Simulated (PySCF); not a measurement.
# How the method changes the constants of LiS⁺

State: ³Σ⁻ (triplet), unpaired electrons π ↑↑. Set-up: PySCF, no relativity, basis sets Li def2-TZVP, S def2-TZVP. De refers to Li⁺ + S in their high-spin ground configurations, without counterpoise correction. The functionals are run spin-unrestricted. A positive dipole points towards S; it is taken about the centre of mass and depends on that origin.

| Level | Re (Å) | ωe (cm⁻¹) | De (eV) | μ (D) |
| --- | --- | --- | --- | --- |
| UHF | 2.477 | 344 | 0.76 | -7.91 |
| UHF-MP2 | 2.477 | 338 | 0.74 | n/a |
| UHF-SCS-MP2 | 2.479 | 337 | 0.74 | n/a |
| UHF-CCSD | 2.474 | 340 | 0.74 | n/a |
| UHF-CCSD(T) | 2.475 | 339 | 0.74 | n/a |
| PBE | 2.464 | 345 | 0.84 | -7.60 |
| PBEsol | 2.459 | 345 | 0.83 | -7.59 |
| TPSS | 2.457 | 351 | 0.83 | -7.63 |
| r²SCAN | 2.478 | 335 | 0.75 | -7.82 |
| PBE0 | 2.449 | 353 | 0.82 | -7.63 |
| HSE06 | 2.452 | 351 | 0.82 | -7.64 |
| MN15 | 2.491 | 321 | 0.73 | -7.95 |

Problem. Which functional lies closest to UHF-CCSD(T) in De, which farthest, and by how much do they differ from it?

Solution. Closest is r²SCAN (+0.3 pm in Re, -1.2 % in ωe, +0.01 eV in De against UHF-CCSD(T) in the same basis), farthest PBE (-1.1 pm in Re, +1.8 % in ωe, +0.10 eV in De). CCSD(T) converges more slowly with the basis than the functionals do and binds too weakly in this one, so the order can change at the basis-set limit.

Problem. What does a quarter of exact exchange do here, going from PBE to PBE0?

Solution. PBE0 less PBE: -1.5 pm in Re, +2.3 % in ωe, -0.02 eV in De. Exact exchange removes part of the self-interaction that spreads semilocal densities, and in most molecules shortens and stiffens the bond and lowers De; so it does here.

Problem. What does all correlation do here, going from UHF to UHF-CCSD(T)?

Solution. UHF-CCSD(T) less UHF: -0.2 pm in Re, -1.5 % in ωe, -0.02 eV in De. The bond shortens, as in weak, metallic or heavy-atom bonds, where dispersion and the correlation of outer-core electrons pull the atoms together.

Correlated steps freeze 5 core orbitals. For an ion De counts to the pair picked by the measured ionisation energies or electron affinities, which need not be the lowest pair at this level. The state is the lowest determinant that a PBE0 search found; another state may lie lower at other levels.

The whole job (state search and all levels along the bond) took about 1.5 min on 1 thread of Oxide Virtual Turin-like (shared host), peak memory 0.64 GiB.
